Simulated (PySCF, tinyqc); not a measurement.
CIS and TDHF on RHF in the sto-6g basis, frozen core, for CH+, spin multiplicity 1, step by step. The lowest restricted solution is unstable here: a spin-polarised one lies 0.0126 hartree lower (PySCF). One step of it, computed by the program tinyqc.

Question. TDHF (RPA) triplet states. B(ia,jb) = - (ib|ja); the squared energies are the eigenvalues of (A - B)(A + B); 1 hartree = 27.211386 eV.

CIS matrix A, triplet (hartree), lower triangle:
```
,2>4,2>5,2>6,3>4,3>5,3>6
2>4,0.405100
2>5,0.000000,0.405100
2>6,0.000000,0.000000,0.872289
3>4,0.045015,0.000000,0.000000,-0.000638
3>5,0.000000,0.045015,0.000000,0.000000,-0.000638
3>6,0.000000,0.000000,-0.087990,0.000000,0.000000,0.572481
```

Two-electron integrals over orbitals (pq|rs), unique and non-zero (hartree); the lowest 1 orbital is frozen and left out:
```
p,q,r,s,(pq|rs)
2,2,2,2,0.622630
3,2,2,2,0.055630
3,2,3,2,0.086221
3,3,2,2,0.511965
3,3,3,2,-0.059418
3,3,3,3,0.640215
4,2,4,2,0.096194
4,3,4,2,-0.045478
4,3,4,3,0.056345
4,4,2,2,0.566049
4,4,3,2,-0.045015
4,4,3,3,0.572871
4,4,4,4,0.673218
5,2,5,2,0.096194
5,3,5,2,-0.045478
5,3,5,3,0.056345
5,4,5,4,0.036281
5,5,2,2,0.566049
5,5,3,2,-0.045015
5,5,3,3,0.572871
5,5,4,4,0.600655
5,5,5,5,0.673218
6,2,2,2,-0.066322
6,2,3,2,0.028401
6,2,3,3,-0.039732
6,2,4,4,-0.108143
6,2,5,5,-0.108143
6,2,6,2,0.107398
6,3,2,2,0.002291
6,3,3,2,0.065598
6,3,3,3,-0.088828
6,3,4,4,-0.068572
6,3,5,5,-0.068572
6,3,6,2,0.062465
6,3,6,3,0.090635
6,4,4,2,-0.041103
6,4,4,3,0.005613
6,4,6,4,0.028190
6,5,5,2,-0.041103
6,5,5,3,0.005613
6,5,6,5,0.028190
6,6,2,2,0.596593
6,6,3,2,0.087990
6,6,3,3,0.497485
6,6,4,4,0.498918
6,6,5,5,0.498918
6,6,6,2,0.012856
6,6,6,3,0.055927
6,6,6,6,0.672563
```

Give: TDHF matrix B, triplet; squared energies w^2; TDHF energies from the positive w^2.

Answer.

TDHF matrix B, triplet (hartree), lower triangle:
```
,2>4,2>5,2>6,3>4,3>5,3>6
2>4,-0.096
2>5,0.000,-0.096
2>6,0.000,0.000,-0.107
3>4,0.045,0.000,0.000,-0.056
3>5,0.000,0.045,0.000,0.000,-0.056
3>6,0.000,0.000,-0.062,0.000,0.000,-0.091
```

squared energies w^2 (hartree^2): -0.005  -0.005  0.156  0.156  0.283  0.794

TDHF energies from the positive w^2 (eV): 10.755  10.755  14.472  24.243

A + B or A - B has a negative eigenvalue: the restricted solution is unstable towards a spin-polarised one, a negative w^2 means an imaginary energy, and the lowest roots have no physical meaning.
